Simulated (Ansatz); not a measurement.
**C3H4 (singlet): wave-function methods side by side, cc-pVDZ**

An exercise on one series of results from a longer session: the logs are not shown, and one member is left open.

The runs use Ansatz 0.2.0, Gaussian basis; cc-pVDZ, core rule «outside noble gas», up to 3 orbitals frozen.

Plan: UHF; CCSD(T) on RHF; BCCD(T) on RHF; CISD; CCSDT(Q) on RHF; CASSCF and MRCISD+Q, 8 electrons in 8 orbitals; CASSCF and NEVPT2, 8 electrons in 8 orbitals.

16 further runs of the same task are left out: 2 that didn't finish, 14 set aside as unsound or not needed.

## The geometry

The geometry is an MP2(full)/6-31G* stationary point (not a proven minimum).

7 atoms, charge 0, spin multiplicity 1.

Atoms are counted from 1 here; the program's logs count them from 0.

Bond lengths: C1–C2 1.218 Å, C1–C3 1.461 Å, C2–H4 1.066 Å, C3–H5 1.093 Å, C3–H6 1.093 Å, C3–H7 1.093 Å. Angles: C2–C1–C3 180.0°, C1–C2–H4 180.0°, C1–C3–H5 110.9°, C1–C3–H6 110.9°, C1–C3–H7 110.9°, H5–C3–H6 108.0°, H5–C3–H7 108.0°, H6–C3–H7 108.0°.

The first run:

in.yaml reads:

```yaml
crystal:
  periodic: [false, false, false]
  atoms:
    - {symbol: C, position_ang: [0.000000, 0.000000, 0.155173]}
    - {symbol: C, position_ang: [0.000000, 0.000000, 1.373356]}
    - {symbol: C, position_ang: [0.000000, 0.000000, -1.306250]}
    - {symbol: H, position_ang: [0.000000, 0.000000, 2.439113]}
    - {symbol: H, position_ang: [0.000000, 1.021145, -1.695941]}
    - {symbol: H, position_ang: [0.884337, -0.510572, -1.695941]}
    - {symbol: H, position_ang: [-0.884337, -0.510572, -1.695941]}
basis:
  gaussian: {orbitals: cc-pVDZ}
magnetization: {spin_polarized: true, initial_magnetization: 0}
hamiltonian: {xc: hf}
output: {orbitals: {seedname: orbitals}}
```

On the command line:

```
$ ansatz run in.yaml --threads 1 --pin off --events-out ev --progress --plain --max-ram 4160MiB --backend cpu
```

Steps of the session up to this table: UHF; CCSD(T) on RHF; BCCD(T) on RHF; CISD; CCSDT(Q) on RHF; CASSCF and MRCISD+Q, 8 electrons in 8 orbitals; CASSCF and NEVPT2, 8 electrons in 8 orbitals.

One table of the session follows, with a row left open; its other results are not shown here.

```
           method  from RCCSDT(Q) (meV)
              RHF              +12121.3
             RMP2               +1278.5
             CISD               +1814.1
            RCCSD                +490.0
         RCCSD(T)                 +51.9
          BCCD(T)                 +52.0
           RCCSDT                 +36.9
        RCCSDT(Q)                     0
  CASSCF frontier               +8727.1
  NEVPT2 frontier                     ?
  MRCISD frontier                +899.9
MRCISD+Q frontier                +109.0
```

**Question.** Estimate the row for NEVPT2 frontier.

**Answer.** from RCCSDT(Q) (meV): +1532.3. In the column «from RCCSDT(Q) (meV)» it lies between RMP2 (+1278.5) and CISD (+1814.1).
